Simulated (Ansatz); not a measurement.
BSiH$_{2}$ (H-bridged), doublet: the ladder up to RCCSDTQ

Geometry: a point of a stretch scan, not a stationary point.

```tsv
atom	x (Å)	y (Å)	z (Å)
Si	0.0000	-0.0051	0.5976
B	0.0000	-0.0777	-1.2451
H	0.0000	1.1508	-0.7574
H	0.0000	-0.1753	-2.5395
```

Basis cc-pVDZ; Ansatz 0.2.0. Only valence electrons are correlated (noble-gas cores frozen), which leaves 9 electrons in 36 orbitals. Prefix R: restricted or restricted open-shell reference; prefix U: unrestricted. Active spaces: valence = (9e, 10o) chosen from the atoms' valence shells; pair = (3e, 3o) about the gap.

Full CI isn't at hand for all of this; RCCSDTQ serves as the reference, and is uncertain by the last step of the cluster series or more. The frozen core follows each run's orbitals, which can shift R against U totals by a few meV.

For open shells CISD is restricted-active-space CI with the open shells as a complete middle space.

- UHF ⟨S²⟩: 0.763
- T1 diagnostic (RCCSD): 0.0204
- largest doubles amplitude (RCCSD): 0.062
- T1 diagnostic (UCCSD): 0.0207

| level | E − E(RCCSDTQ) (kJ/mol) | share of correlation (%) | wall time |
| --- | --- | --- | --- |
| RHF | 534.5 | 0.00 | – |
| UHF | 527.5 | 1.31 | – |
| RMP2 | 112.5 | 78.95 | – |
| UMP2 | 114.0 | 78.67 | – |
| CISD | 61.5 | 88.50 | 1 s |
| RCCSD | 24.0 | 95.50 | – |
| UCCSD | 23.8 | 95.55 | – |
| RCCSD(T) | 4.7 | 99.11 | 2.5 s |
| UCCSD(T) | 4.8 | 99.11 | 2.3 s |
| BCCD(T) | 4.7 | 99.13 | 1.5 s |
| RCCSDT | 1.2 | 99.77 | – |
| UCCSDT | 1.2 | 99.77 | – |
| RCCSDT(Q) | 0.1 | 99.98 | 12 s |
| UCCSDT(Q) | 0.1 | 99.99 | 11 s |
| CASSCF (pair space) | 493.1 | 7.74 | – |
| NEVPT2 (pair space) | 115.0 | 78.47 | 0.95 s |
| CASSCF (valence space) | 300.8 | 43.72 | – |
| NEVPT2 (valence space) | 76.6 | 85.67 | 5.5 s |
| MRCISD (valence space) | 18.8 | 96.48 | – |
| MRCISD+Q (valence space) | 1.0 | 99.82 | 5.5 s (H100) |

The correlation energy at RCCSDTQ, counted from RHF, is -5.539 eV. That run took 19 s on 2 threads of AMD EPYC 7R13 with a shared H100 80 GB, shared host.

Times hold each run's SCF and search for its determinant on a shared host, so for small cases they say little of a method's own cost; rows without a card ran on 1 thread of AMD EPYC 7R13. Some runs computed forces too.

Natural occupations of CASSCF (valence space) about the gap: 1.980 1.972 1.954 1.936 0.991 0.051 0.039 0.032 0.024 0.021; effectively unpaired electrons, Σ n²(2−n)², 1.05.
